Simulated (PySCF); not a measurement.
C4H7N (charge +1 and doublet state).
Cartesian coordinates in Å at the GFN2-xTB level; atoms count from 1:
```
atom  x, y, z in Å
C1    -2.4137   -0.1470   -0.1047
C2    -1.1045   -0.3560   -0.0815
C3    -0.1457    0.7392    0.0703
N4     1.0864    0.6564    0.1042
C5     2.1993   -0.1383    0.0571
H6    -2.8668    0.8280   -0.0151
H7    -3.0971   -0.9763   -0.2184
H8    -0.6681   -1.3415   -0.1726
H9    -0.5896    1.7315    0.1621
H10    2.2858   -0.6531   -0.9082
H11    3.0905    0.5006    0.1548
H12    2.2249   -0.8443    0.8969
```

The hyperfine couplings belong to this conformer and change with its torsions.

The species is `[CH2+][CH]/C=N\C` [radical] (charge +1).

Theory: PySCF 2.14.0, UKS B3LYP, pcH-1 on C H N, non-relativistic, mean-field spin-orbit, GIAO. Geometry: GFN2-xTB, one conformer, isolated ion. Couplings are sensitive to structure, and on GFN2-xTB geometries they can be far from those on DFT ones, by a factor of two or more for some ions and for spin on atoms past the first row. The SCF solution wasn't tested for stability.

Principal values of hyperfine tensors in MHz (contact and dipolar terms together), for some of the nuclei:

| atom | isotope | A1 | A2 | A3 | alike by the symmetry of this geometry |
| --- | --- | --- | --- | --- | --- |
| H9 | 1H | 183.70 | 185.97 | 205.23 | none |
| N4 | 14N | 48.90 | 59.50 | 162.64 | none |
| H10 | 1H | 75.19 | 80.98 | 92.40 | H12 |
| C2 | 13C | 57.85 | 63.12 | 88.13 | none |
| C3 | 13C | -51.89 | -33.45 | -15.43 | none |
| H7 | 1H | 17.67 | 18.95 | 20.98 | none |
| C5 | 13C | -25.03 | -20.95 | 1.96 | none |
| H6 | 1H | 2.86 | 3.29 | 9.68 | none |

Task: Split each tensor into its isotropic and traceless parts, and turn a_iso into mT with g = 2.0031.

Result: a_iso = (A1 + A2 + A3)/3, Ti = Ai − a_iso; 1 mT corresponds to 28.036 MHz.

| atom | a_iso (MHz) | a_iso (mT) | T1 | T2 | T3 |
| --- | --- | --- | --- | --- | --- |
| H9 | 191.63 | 6.835 | -7.93 | -5.66 | 13.59 |
| N4 | 90.35 | 3.223 | -41.45 | -30.85 | 72.30 |
| H10 | 82.85 | 2.955 | -7.67 | -1.87 | 9.54 |
| C2 | 69.70 | 2.486 | -11.85 | -6.58 | 18.43 |
| C3 | -33.59 | -1.198 | -18.30 | 0.14 | 18.16 |
| H7 | 19.20 | 0.685 | -1.53 | -0.25 | 1.78 |
| C5 | -14.67 | -0.523 | -10.35 | -6.28 | 16.63 |
| H6 | 5.28 | 0.188 | -2.41 | -1.99 | 4.40 |

Task: What spin density at the nucleus of C2 lies behind its contact coupling (g_N = 1.40482)?

Result: a_FC = (2μ0/3) gₑ μB g_N μN ρ(0)/(2S·h) = 800.24 MHz × g_N × ρ(0)/(2S), with ρ in bohr⁻³. With a_FC = 69.70 MHz and 2S = 1, ρ(0) = 0.062 bohr⁻³.

Task: H11 (1H, g_N = 5.58569) isn't in the table. Its spin density at the nucleus is 0.04555 bohr⁻³. What is its contact coupling?

Result: By the same relation, a_FC = 203.6 MHz. Its full tensor has the principal values 193.59, 195.75, 221.50 MHz.

Task: Which nucleus of the table has the largest anisotropic coupling, and what is its form?

Result: N4: -41.4, -30.8, 72.3 MHz, rhombic: the two smaller values differ by 15 % of the largest.

Task: What first-order splitting does H9 cause when the field lies along A1, A2 or A3 of its tensor (g taken as isotropic, no quadrupole term)?

Result: 2 lines (I = 1/2), spaced by |A_i|/(g × 13.996): 6.55, 6.63, 7.32 mT along the axes of A1, A2 and A3.

Time: 26 s of wall time (grids of density and orbitals included); peak memory 0.66 GiB. Hardware: one thread, Arm Neoverse V1 (aarch64), no GPU, shared host with 32 logical CPUs at a one-minute load of 57.

The SMILES draws the unpaired electron on C2; the largest computed Mulliken spin population is on N4 (0.82 against 0.11).
